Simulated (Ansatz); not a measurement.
# Al₂NH+ (doublet): wave-function methods side by side, cc-pVDZ

One table from this session's results is given with a row withheld; the runs are named, their logs left out.

Method: cc-pVDZ, core rule «outside noble gas», up to 11 orbitals frozen; program: Ansatz 0.2.0, Gaussian basis.

To be run: UHF; CCSD(T) on ROHF; CCSD(T) on UHF; BCCD(T) on ROHF; CISD; CCSDT(Q) on ROHF; CCSDT(Q) on UHF; CASSCF and MRCISD+Q, 9 electrons in 9 orbitals; CASSCF and NEVPT2, 9 electrons in 9 orbitals.

31 further runs of the same task are left out: 13 that didn't finish, 18 set aside as unsound or not needed.

## The system

The geometry is a PBE0/def2-TZVP stationary point (not a proven minimum) of the parent state, kept for this charge and spin.

4 atoms, charge 1, spin multiplicity 2.

Atoms are counted from 1 here; the program's logs count them from 0.

Bond lengths: Al1–Al2 2.572 Å, Al2–N3 1.700 Å, N3–H4 1.014 Å. Angles: Al1–Al2–N3 162.7°, Al2–N3–H4 127.4°.

Coordinates:

```xyz
4
Al2HN
Al    0.0000   -0.1195    2.9469
Al    0.0000    0.0778    0.3823
N     0.0000   -0.3025   -1.2742
H     0.0000    0.3442   -2.0551
```

Set-up of the first run:

Input file in.yaml:

```yaml
crystal:
  periodic: [false, false, false]
  atoms:
    - {symbol: Al, position_ang: [-0.000005, -0.119480, 2.946938]}
    - {symbol: Al, position_ang: [-0.000014, 0.077838, 0.382282]}
    - {symbol: N, position_ang: [-0.000007, -0.302525, -1.274166]}
    - {symbol: H, position_ang: [0.000027, 0.344168, -2.055055]}
basis:
  gaussian: {orbitals: cc-pVDZ}
total_charge: 1
magnetization: {spin_polarized: true, initial_magnetization: 1}
hamiltonian: {xc: hf}
output: {orbitals: {seedname: orbitals}}
```

Started as:

```sh
$ ansatz run in.yaml --threads 1 --pin off --events-out ev --progress --plain --max-ram 2393MiB
```

Steps of the session up to this table: UHF; CCSD(T) on ROHF; CCSD(T) on UHF; BCCD(T) on ROHF; CISD; CCSDT(Q) on ROHF; CCSDT(Q) on UHF; CASSCF and MRCISD+Q, 9 electrons in 9 orbitals; CASSCF and NEVPT2, 9 electrons in 9 orbitals.

One of the session's tables, all rows but one given; the rest of the session is left out.

| method | from UCCSDT(Q) (meV) |
| --- | --- |
| ROHF | +7145.4 |
| UHF | +6978.9 |
| RMP2 | +1317.7 |
| UMP2 | +1497.9 |
| CISD | +942.0 |
| RCCSD | +242.6 |
| UCCSD | +250.8 |
| RCCSD(T) | +53.6 |
| UCCSD(T) | ? |
| BCCD(T) | +53.5 |
| RCCSDT | +19.0 |
| UCCSDT | +19.9 |
| RCCSDT(Q) | +2.9 |
| UCCSDT(Q) | 0 |
| CASSCF frontier | +4595.8 |
| MRCISD frontier | +497.5 |
| MRCISD+Q frontier | +52.0 |

Estimate the missing values for UCCSD(T).

**Answer.** from UCCSDT(Q) (meV): +55.7. In the column «from UCCSDT(Q) (meV)» it lies between RCCSD(T) (+53.6) and RCCSD (+242.6).

Among the levels timed on like hardware and quicker than the yardstick, those that no quicker one beats, quickest first: CISD (6.5 s, +942.0 meV); RCCSD(T) (14 s, +53.6 meV); BCCD(T) (14 s, +53.5 meV); MRCISD+Q frontier (60 s, +52.0 meV); RCCSDT(Q) (2 min, +2.9 meV).

Not comparable, so not listed: CASSCF and NEVPT2, 9 electrons in 9 orbitals (they don't share determinant, frozen orbitals or solution with the rows shown, or repeat one).

Caveats from the session: Restricted and unrestricted rows rest on different reference determinants; where their highest levels disagree by more than a few hundredths of an eV, they describe different states and don't form one ladder. Warnings in the runs' records: passed over end.
